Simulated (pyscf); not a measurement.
H₂Al–SH + hydrogen (H₂) → H₂S + alane (AlH₃) (four-centre exchange; singlet surface; Al–S, H–H broken, H–S, Al–H formed). Optimised with ωB97X-D3(BJ)/def2-SVP in PySCF. Energies in kcal/mol from the separated reactants.

| level | barrier | reaction energy |
|---|---|---|
| ωB97X-D3(BJ)/def2-TZVP | 24.7 | +27.2 |
| PBE/def2-TZVP | 18.6 | +25.6 |
| r²SCAN/def2-TZVP | 20.2 | +27.0 |
| PBE0-D3(BJ)/def2-TZVP | 20.2 | +25.6 |
| ωB97M-D3(BJ)/def2-TZVP | 24.9 | +24.2 |
| HF/def2-TZVP | 37.3 | +20.4 |

On the product side the descent ends in an adduct with a Al–S contact, 17.4 kcal/mol under the separated species and 14.9 kcal/mol under the saddle at ωB97X-D3(BJ)/def2-TZVP. At ωB97X-D3(BJ)/def2-TZVP, PBE, r²SCAN, PBE0-D3(BJ) the saddle lies under the separated products, which points to a path from their complex (located at ωB97X-D3(BJ) alone), and parting the products costs more than the saddle. What is counted as broken (Al–S) persists as a longer contact in the product adduct; parting that adduct is a step of its own. This is the saddle that the search found; another between the same sides may lie lower.
